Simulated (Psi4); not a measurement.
Reaction (SMILES): S=C=S + 4 [H][H] (H2) → C (CH4) + 2 S (H2S)
B3LYP-D3(BJ)/def2-TZVP geometries, fixed; electronic energies without zero-point terms.

How fast the energy of full hydrogenation converges with the basis for several methods (Psi4): deviation from each method's own reference, in kcal/mol. References: HF -87.90 kcal/mol, the value in aug-cc-pV(Q+d)Z; MP2 -61.83 kcal/mol, Hartree-Fock in aug-cc-pV(Q+d)Z plus the correlation part extrapolated as X^-3 from aug-cc-pV(T+d)Z and aug-cc-pV(Q+d)Z; PBE -64.78 kcal/mol, the value in aug-cc-pV(Q+d)Z; PBE0 -76.35 kcal/mol, the value in aug-cc-pV(Q+d)Z. Cartesian d functions, on some or all atoms, in 6-31G*, 6-31+G*; all else is spherical. Density fitting with the program's default auxiliary sets. In correlated methods cores are frozen. Psi4's default fitting sets serve the pcseg sets less well. No added dispersion term, no relativity. 

```json
[
 {"basis": "6-31G", "functions": "35", "HF": "-0.02", "MP2": "19.28", "PBE": "3.59", "PBE0": "1.89"},
 {"basis": "3-21G", "functions": "35", "HF": "1.27", "MP2": "19.59", "PBE": "3.37", "PBE0": "2.37"},
 {"basis": "pcseg-1", "functions": "50", "HF": "-5.31", "MP2": "1.07", "PBE": "-1.52", "PBE0": "-2.49"},
 {"basis": "6-31G*", "functions": "53", "HF": "0.87", "MP2": "18.87", "PBE": "6.89", "PBE0": "4.84"},
 {"basis": "6-31+G*", "functions": "65", "HF": "0.27", "MP2": "18.32", "PBE": "4.82", "PBE0": "3.58"},
 {"basis": "6-311G**", "functions": "70", "HF": "-3.16", "MP2": "1.56", "PBE": "-0.47", "PBE0": "-1.11"},
 {"basis": "aug-pcseg-1", "functions": "77", "HF": "-5.20", "MP2": "-2.17", "PBE": "-3.60", "PBE0": "-3.90"},
 {"basis": "pcseg-2", "functions": "98", "HF": "-0.82", "MP2": "-1.51", "PBE": "0.60", "PBE0": "0.23"},
 {"basis": "def2-TZVP", "functions": "105", "HF": "1.53", "MP2": "6.70", "PBE": "3.04", "PBE0": "2.47"},
 {"basis": "6-311++G(3df,3pd)", "functions": "133", "HF": "-0.01", "MP2": "-0.89", "PBE": "-0.31", "PBE0": "-0.21"},
 {"basis": "cc-pV(Q+d)Z", "functions": "183", "HF": "0.15", "MP2": "-0.16", "PBE": "0.44", "PBE0": "0.31"},
 {"basis": "def2-QZVPP", "functions": "197", "HF": "0.08", "MP2": "-0.26", "PBE": "0.44", "PBE0": "0.29"}
]
```

Mean absolute deviation over 6-311G**, pcseg-2, def2-TZVP, 6-311++G(3df,3pd): PBE0 1.01, PBE 1.11, HF 1.38, MP2 2.66 kcal/mol.
